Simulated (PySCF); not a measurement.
# The 4-electron isoelectronic series, spin-free X2C

All values are computed (PySCF 2.14, energy differences of UHF-based or UKS calculations, no spin-orbit coupling). Each ion has its own even-tempered basis scaled to its charge (21s10p7d6f6g for the first); frozen: nothing. Ionisation energies in eV, correlation energies of the ion in mhartree.

| ion | configuration | UHF | LDA | PBE | PBE0 | r2SCAN | MP2 (all electrons) | E_corr MP2 | NIST (with spin-orbit, Breit and QED) |
| --- | --- | --- | --- | --- | --- | --- | --- | --- | --- |
| Be | [He] 2s2 (1S) | 8.044 | 9.027 | 8.999 | 8.973 | 8.792 | 8.891 | -74.9 | 9.323 |
| C²⁺ | [He] 2s2 (1S) | 45.797 | 46.967 | 47.125 | 47.060 | 46.646 | 47.136 | -95.8 | 47.888 |
| N³⁺ | [He] 2s2 (1S) | 75.021 | 76.209 | 76.489 | 76.405 | 75.859 | 76.568 | -104.3 | 77.474 |
| O⁴⁺ | [He] 2s2 (1S) | 111.10 | 112.28 | 112.69 | 112.59 | 111.93 | 112.84 | -112.3 | 113.90 |
| F⁵⁺ | [He] 2s2 (1S) | 154.03 | 155.18 | 155.74 | 155.61 | 154.84 | 155.96 | -119.8 | 157.16 |
| Ne⁶⁺ | [He] 2s2 (1S) | 203.81 | 204.91 | 205.63 | 205.48 | 204.58 | 205.92 | -127.0 | 207.27 |
| Mg⁸⁺ | [He] 2s2 (1S) | 323.96 | 324.94 | 325.99 | 325.80 | 324.65 | 326.43 | -140.8 | 327.99 (s) |
| Al⁹⁺ | [He] 2s2 (1S) | 394.35 | 395.25 | 396.48 | 396.27 | 394.99 | 396.99 | -147.4 | 398.65 ± 0.06 (s) |
| Si¹⁰⁺ | [He] 2s2 (1S) | 471.64 | 472.46 | 473.86 | 473.63 | 472.23 | 474.44 | -153.9 | 476.27 (s) |
| P¹¹⁺ | [He] 2s2 (1S) | 555.84 | 556.57 | 558.15 | 557.90 | 556.39 | 558.81 | -160.3 | 560.62 ± 0.1 (s) |

Each ion has its own basis, which adds noise of up to about 0.1 % along the series.

NIST values marked (s) are semi-empirical, (t) theoretical. Open shells are high-spin determinants of the terms that Hund's rules give.

MP2 underrates the 2s², 2p² near-degeneracy of four-electron ions.
